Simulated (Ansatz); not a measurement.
## [BH4]− (SMILES [H][B-]([H])([H])[H]): the energy, rung by rung

[BH4]−: 5 atoms, total charge -1, spin state singlet. As SMILES, `[H][B-]([H])([H])[H]`. The shape is that of a GFN2-xTB optimisation.

```xyz
5

B     0.0000   -0.0002   -0.0001
H     0.0119   -0.0206    1.2291
H     1.1546    0.0118   -0.4208
H    -0.5876    1.0078   -0.3876
H    -0.5789   -0.9989   -0.4207
```

Each level gives the energy change with the B1–H3 bond stretched from 1.229 to 2.458 Å (eV). The values are calculated.

```json
{"level": "HF/3-21G (restricted)", "kind": "Hartree–Fock", "program": "Ansatz", "value (eV)": "2.94", "less FCI/3-21G": "+0.38"}
{"level": "SVWN5/3-21G (restricted)", "kind": "LDA", "program": "Ansatz", "value (eV)": "2.82", "less FCI/3-21G": "+0.26"}
{"level": "r2SCAN/3-21G (restricted)", "kind": "meta-GGA", "program": "Ansatz", "value (eV)": "2.80", "less FCI/3-21G": "+0.24"}
{"level": "PBE0/3-21G (restricted)", "kind": "global hybrid", "program": "Ansatz", "value (eV)": "2.88", "less FCI/3-21G": "+0.32"}
{"level": "HSE06/3-21G (restricted)", "kind": "range-separated hybrid", "program": "Ansatz", "value (eV)": "2.88", "less FCI/3-21G": "+0.32"}
{"level": "RPA@PBE/3-21G (restricted)", "kind": "RPA", "program": "Ansatz", "value (eV)": "2.44", "less FCI/3-21G": "-0.12"}
{"level": "MP2/3-21G (restricted)", "kind": "perturbation theory", "program": "Ansatz", "value (eV)": "2.88", "less FCI/3-21G": "+0.32"}
{"level": "CCSDT/3-21G (restricted)", "kind": "coupled cluster or CI", "program": "Ansatz", "value (eV)": "2.56", "less FCI/3-21G": "0.00"}
{"level": "FCI/3-21G", "kind": "exact in the basis", "program": "Ansatz", "value (eV)": "2.56", "less FCI/3-21G": "0.00"}
```

FCI/3-21G is exact within its basis and frozen core, so for wave-function methods in that basis the difference is their error; functionals converge differently with the basis, so for them it is only a difference. Sets without diffuse functions describe the anion poorly. The first shape isn't each level's own minimum. The values span 2.44 to 2.94 eV. All rows use very small basis sets, so even the best lies far from the true value.
